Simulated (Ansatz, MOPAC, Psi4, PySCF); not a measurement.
Process, species as SMILES: COB(O)O → O[B]O + C[O] (CH3O) (the B-O bond breaks)

Wanted: bond dissociation energy (enthalpy at 298 K), in kcal/mol. Set-up: non-relativistic; UHF or UKS for open shells; 6-311+G** with 5d; PM7 with its own dispersion and hydrogen-bond terms; no dispersion term unless named; no spin-orbit coupling; six Cartesian d functions in 6-31G* and its kin unless marked 5d; valence correlation only; LANL2DZ all-electron up to Ne. Basis-set limits of correlation are two-point, X^-3; Hartree-Fock from the larger set. The bracket is a focal-point correction in the basis named. First-principles rows: single points at B3LYP-D3(BJ) geometries (Ansatz, a first-principles code), with unscaled harmonic terms from B3LYP/6-31G* (Ansatz) at its own minima. Semi-empirical rows: MOPAC heats of formation at their own minima for 298 K.

Coupled cluster (Ansatz) is a level with limits of its own, used here on species with T1 under 0.025 (0.045 for open shells) and stable references: RI-MP2/CBS(aug-cc-pVTZ,aug-cc-pVQZ)+[CCSD(T)-MP2]/aug-cc-pVTZ.

Value to compare with, RI-MP2/CBS(aug-cc-pVTZ,aug-cc-pVQZ)+[CCSD(T)-MP2]/aug-cc-pVTZ (Ansatz): 141.1 kcal/mol.

| level | program | bond dissociation energy (enthalpy at 298 K) (kcal/mol) | difference |
|---|---|---|---|
| PM7 | MOPAC | 111.7 | -29.4 |
| HF/LANL2DZ | Ansatz | 109.0 | -32.1 |
| SVWN5/6-31G* | Ansatz | 153.7 | 12.6 |
| PBE/STO-3G | Ansatz | 149.1 | 8.0 |
| PBE/6-31G* | Ansatz | 133.3 | -7.8 |
| BP86/def2-SVP | PySCF | 133.3 | -7.8 |
| B3LYP/LANL2DZ | Ansatz | 134.0 | -7.1 |
| B3LYP/6-31G** | Ansatz | 133.2 | -7.9 |
| B3LYP/6-311+G** | Ansatz | 129.6 | -11.5 |
| wB97X-D/6-311+G** | Psi4 | 135.6 | -5.5 |
| MP2/3-21G | Ansatz | 141.7 | 0.6 |
| MP2/LANL2DZ | Ansatz | 136.6 | -4.5 |
| B3PW91/6-31G* (5d) | PySCF | 133.3 | -7.8 |
| r2SCAN-D4/def2-TZVPD | Ansatz + dftd4 | 129.7 | -11.4 |
| B3LYP/def2-TZVPD | Ansatz | 129.4 | -11.7 |
| PBE0/def2-TZVPD | Ansatz | 131.1 | -10.0 |

Among the 13 habitual levels, HF/LANL2DZ lies farthest from RI-MP2/CBS(aug-cc-pVTZ,aug-cc-pVQZ)+[CCSD(T)-MP2]/aug-cc-pVTZ (Ansatz) (-32.1 kcal/mol) and MP2/3-21G nearest (0.6); 3 of 13 lie above it, and their mean absolute difference is 11.0 kcal/mol, the median 7.8. One case shows no general order.

The levels are drawn from those run, B3LYP/6-31G* more often than the rest, none by its result; left out are runs that failed, that the program found above a lower state of the same kind, or whose <S^2> lies over 0.5 above the pure value.
